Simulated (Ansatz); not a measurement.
# SiH5 (doublet): wave-function methods side by side at distance H1–H2 along a hydrogen transfer = 0.745 Å, 6-31G

How much of the correlation energy of SiH5 (doublet) does each wave-function method recover here?

Method: 6-31G, core rule «outside noble gas», up to 5 orbitals frozen; program: Ansatz 0.2.0, Gaussian basis.

The runs, in order: UHF; CCSD(T) on ROHF; CCSD(T) on UHF; BCCD(T) on ROHF; CISD; CCSDT(Q) on ROHF; CCSDT(Q) on UHF; CCSDTQ on ROHF; CASSCF and MRCISD+Q, 3 electrons in 3 orbitals; CASSCF and NEVPT2, 3 electrons in 3 orbitals; CASSCF and MRCISD+Q, 9 electrons in 9 orbitals; CASSCF and NEVPT2, 9 electrons in 9 orbitals; Full CI.

9 further runs of the same task are left out: 2 for a mislabelled method, 6 that didn't finish, 1 set aside as unsound or not needed.

## (1) What is computed

The geometry derives from fragments relaxed apart (PBE0/def2-TZVP) and kept rigid, so it is no stationary point. A hydrogen atom is moved between rigid fragments.

6 atoms, charge 0, spin multiplicity 2.

Atoms are counted from 1 here; the program's logs count them from 0.

Bond lengths: H1–H2 0.745 Å, Si3–H4 1.486 Å, Si3–H5 1.486 Å, Si3–H6 1.486 Å. Angles: H4–Si3–H5 111.3°, H4–Si3–H6 111.3°, H5–Si3–H6 111.3°.

As a file:

```xyz
6

H    -2.4285    0.0000    0.0000
H    -1.6835    0.0000    0.0000
Si    0.0895    0.0000    0.0000
H     0.5395   -1.4163    0.0000
H     0.5395    0.7081   -1.2265
H     0.5395    0.7081    1.2265
```

## (2) UHF

File in.yaml:

```yaml
crystal:
  periodic: [false, false, false]
  atoms:
    - {symbol: H, position_ang: [-2.428508, 0.000000, -0.000001]}
    - {symbol: H, position_ang: [-1.683508, 0.000000, -0.000001]}
    - {symbol: Si, position_ang: [0.089492, 0.000000, 0.000000]}
    - {symbol: H, position_ang: [0.539466, -1.416253, 0.000001]}
    - {symbol: H, position_ang: [0.539466, 0.708126, -1.226511]}
    - {symbol: H, position_ang: [0.539465, 0.708127, 1.226511]}
basis:
  gaussian: {orbitals: 6-31G}
magnetization: {spin_polarized: true, initial_magnetization: 1}
hamiltonian: {xc: hf}
output: {orbitals: {seedname: orbitals}}
```

Run with:

```console
$ ansatz run in.yaml --threads 1 --pin off --events-out ev --progress --plain --max-ram 2393MiB
```

Further steps of the session: CCSD(T) on ROHF; CCSD(T) on UHF; BCCD(T) on ROHF; CISD; CCSDT(Q) on ROHF; CCSDT(Q) on UHF; CCSDTQ on ROHF; CASSCF and MRCISD+Q, 3 electrons in 3 orbitals; CASSCF and NEVPT2, 3 electrons in 3 orbitals; CASSCF and MRCISD+Q, 9 electrons in 9 orbitals; CASSCF and NEVPT2, 9 electrons in 9 orbitals; Full CI.

Before running them: what should the planned runs give, taken together? Wanted: FCI below the RHF energy; RMP2 from FCI; UMP2 from FCI; RCCSD from FCI; RCCSD(T) from FCI; UCCSD(T) from FCI; RCCSDT(Q) from FCI; UCCSDT(Q) from FCI; NEVPT2 pair from FCI.

As calculated:

```
                         quantity                                                                                                                       value
         FCI below the RHF energy                                                                                                                  -2.7174 eV
                    RMP2 from FCI                                                                                                             +18.02 kcal/mol
                    UMP2 from FCI                                                                                                             +17.69 kcal/mol
                   RCCSD from FCI                                                                                                              +0.87 kcal/mol
                RCCSD(T) from FCI                                                                                                              +0.26 kcal/mol
                UCCSD(T) from FCI                                                                                                              +0.26 kcal/mol
               RCCSDT(Q) from FCI                                                                                                              +0.01 kcal/mol
               UCCSDT(Q) from FCI                                                                                                               0.00 kcal/mol
             NEVPT2 pair from FCI                                                                                                             +14.95 kcal/mol
          NEVPT2 valence from FCI                                                                                                              +5.39 kcal/mol
        MRCISD+Q valence from FCI                                                                                                              +0.32 kcal/mol
levels within 1 kcal/mol (43 meV)  RCCSD, UCCSD, RCCSD(T), UCCSD(T), BCCD(T), RCCSDT, UCCSDT, RCCSDT(Q), UCCSDT(Q), RCCSDTQ, MRCISD valence, MRCISD+Q valence
                    T1 diagnostic                                                                                                                       0.018
   effectively unpaired electrons                                                                                                                        1.03
```

**Reading.** RCCSD(T) misses by +0.26 kcal/mol, 0.4 % of the correlation energy. One determinant dominates. Of the multireference levels listed MRCISD+Q valence comes nearest in total energy (+0.32 kcal/mol), which doesn't show that its space is the better one. These misses are within one basis, not against nature; the frozen cores of restricted and unrestricted runs differ, which can shift their rows.
